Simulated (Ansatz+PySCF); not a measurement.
singlet MgO: levels of theory in one basis

```json
{"atom": "Mg", "x (Å)": "-0.0058", "y (Å)": "-0.0023", "z (Å)": "-0.7068"}
{"atom": "O", "x (Å)": "0.0083", "y (Å)": "0.0021", "z (Å)": "1.0434"}
```

Basis set: def2-SVP (spherical functions). Correlated methods keep 2 orbitals frozen. Charge 0, multiplicity 1.

Computed with Ansatz (development build ahead of 0.2.0); each method stands on the lowest determinant of its kind that the runs found. NEVPT2 correlates all electrons. Active spaces start from the frontier orbitals, and the lowest solution found is given.

| method | E − E(RHF) (eV) | <S²> of the determinant |
| --- | --- | --- |
| RHF | 0.00 | 0.00 |
| UHF | -2.49 | 1.01 |
| RHF-MP2 | -7.53 | – |
| RHF-CCSD | -7.11 | – |
| RHF-CCSD(T) | -7.63 | – |
| RHF-CCSDT(Q) | -7.74 | – |
| SC-NEVPT2(8,8) | -7.10 | – |

**Question.** What does CASSCF(8,8) give on the same scale?

**Answer.** -4.82 eV.

**Question.** Is a single determinant a sound starting point here?

**Answer.** It is doubtful. Unrestricted orbitals lower Hartree–Fock by 2.49 eV and <S²> is 1.01 where a pure state has 0.00, a sign of strong static correlation. The CASSCF(8,8) natural occupations are 1.99, 1.96, 1.96, 1.79, 0.22, 0.04, 0.04, 0.01.

Caution for RHF, RHF-MP2, RHF-CCSD, RHF-CCSD(T), RHF-CCSDT(Q): an unrestricted determinant lies well below. Caution for UHF: the unrestricted determinant is a mixture of spin states. Caution for RHF-MP2, RHF-CCSD, RHF-CCSD(T), RHF-CCSDT(Q): large share of triples, a single reference is doubtful.
